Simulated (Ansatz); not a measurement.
Complex (SMILES): O (H2O) with FCl (F-Cl), atoms 1 to 3 the first; geometry from NCB31 set, monomers rigid:
```xyz
5

O      2.2398     0.0000    -0.0882
H      2.6009     0.7620     0.3771
H      2.6011    -0.7617     0.3772
Cl    -0.3159    -0.0001    -0.0169
F     -1.9723     0.0001     0.0266
```

Basis-set convergence of the uncorrected interaction energy at MP2 with Ansatz (a quantum-chemistry and plane-wave program). Cartesian d functions, on some or all atoms, in 6-31G*, 6-31+G*, 6-311G**, 6-311+G**; all else is spherical. Cores are frozen. No added dispersion term, no relativity. Functions are those of the species that has most. Reference: the counterpoise-corrected one, Hartree-Fock in aug-cc-pV(Q+d)Z plus the correlation part extrapolated as X^-3 from aug-cc-pV(T+d)Z and aug-cc-pV(Q+d)Z, -5.85 kcal/mol, itself unsure by roughly 0.08 kcal/mol (a third of the extrapolation step and of the last Hartree-Fock step, counterpoise-corrected). Deviations are taken from unrounded values.

```json
[
 {"basis": "6-31G*", "functions": "53", "uncorrected interaction energy (kcal/mol)": "-6.92"},
 {"basis": "6-31+G*", "functions": "65", "uncorrected interaction energy (kcal/mol)": "-6.43"},
 {"basis": "def2-SVP", "functions": "56", "uncorrected interaction energy (kcal/mol)": "-6.95"},
 {"basis": "def2-SVPD", "functions": "89", "uncorrected interaction energy (kcal/mol)": "-6.56"},
 {"basis": "pcseg-1", "functions": "56", "uncorrected interaction energy (kcal/mol)": "-6.62"},
 {"basis": "aug-pcseg-1", "functions": "91", "uncorrected interaction energy (kcal/mol)": "-6.50"},
 {"basis": "cc-pV(D+d)Z", "functions": "61", "uncorrected interaction energy (kcal/mol)": "-7.28"},
 {"basis": "aug-cc-pV(D+d)Z", "functions": "96", "uncorrected interaction energy (kcal/mol)": "-5.79"},
 {"basis": "6-311G**", "functions": "75", "uncorrected interaction energy (kcal/mol)": "-7.22"},
 {"basis": "6-311+G**", "functions": "87", "uncorrected interaction energy (kcal/mol)": "-5.74"},
 {"basis": "def2-TZVP", "functions": "111", "uncorrected interaction energy (kcal/mol)": "-5.93"},
 {"basis": "def2-TZVPD", "functions": "144", "uncorrected interaction energy (kcal/mol)": "-5.65"},
 {"basis": "pcseg-2", "functions": "122", "uncorrected interaction energy (kcal/mol)": "-5.24"},
 {"basis": "aug-pcseg-2", "functions": "188", "uncorrected interaction energy (kcal/mol)": "-6.11"},
 {"basis": "cc-pV(T+d)Z", "functions": "127", "uncorrected interaction energy (kcal/mol)": "-6.41"},
 {"basis": "aug-cc-pV(T+d)Z", "functions": "193", "uncorrected interaction energy (kcal/mol)": "-5.81"},
 {"basis": "def2-TZVPP", "functions": "132", "uncorrected interaction energy (kcal/mol)": "-5.70"},
 {"basis": "def2-TZVPPD", "functions": "165", "uncorrected interaction energy (kcal/mol)": "-5.51"},
 {"basis": "cc-pV(Q+d)Z", "functions": "234", "uncorrected interaction energy (kcal/mol)": "-6.08"},
 {"basis": "aug-cc-pV(Q+d)Z", "functions": "341", "uncorrected interaction energy (kcal/mol)": "-5.89"},
 {"basis": "def2-QZVPP", "functions": "244", "uncorrected interaction energy (kcal/mol)": "-5.73"},
 {"basis": "def2-QZVPPD", "functions": "277", "uncorrected interaction energy (kcal/mol)": "-5.62"},
 {"basis": "pcseg-3", "functions": "250", "uncorrected interaction energy (kcal/mol)": "-5.61"},
 {"basis": "aug-pcseg-3", "functions": "357", "uncorrected interaction energy (kcal/mol)": "-6.14"}
]
```

What the diffuse functions change, pair by pair:
- 6-31G* to 6-31+G*: 12 more functions, deviation -1.07 to -0.58 kcal/mol
- def2-SVP to def2-SVPD: 33 more functions, deviation -1.11 to -0.71 kcal/mol
- pcseg-1 to aug-pcseg-1: 35 more functions, deviation -0.77 to -0.65 kcal/mol
- cc-pV(D+d)Z to aug-cc-pV(D+d)Z: 35 more functions, deviation -1.43 to 0.06 kcal/mol
- 6-311G** to 6-311+G**: 12 more functions, deviation -1.37 to 0.11 kcal/mol
- def2-TZVP to def2-TZVPD: 33 more functions, deviation -0.09 to 0.20 kcal/mol
- pcseg-2 to aug-pcseg-2: 66 more functions, deviation 0.61 to -0.26 kcal/mol
- cc-pV(T+d)Z to aug-cc-pV(T+d)Z: 66 more functions, deviation -0.56 to 0.04 kcal/mol
- def2-TZVPP to def2-TZVPPD: 33 more functions, deviation 0.14 to 0.34 kcal/mol
- cc-pV(Q+d)Z to aug-cc-pV(Q+d)Z: 107 more functions, deviation -0.23 to -0.04 kcal/mol
- def2-QZVPP to def2-QZVPPD: 33 more functions, deviation 0.12 to 0.22 kcal/mol
- pcseg-3 to aug-pcseg-3: 107 more functions, deviation 0.24 to -0.29 kcal/mol

Leaving out the reference's own pair, they bring the value nearer the reference by more than 0.08 kcal/mol in 7 of 11 pairs.
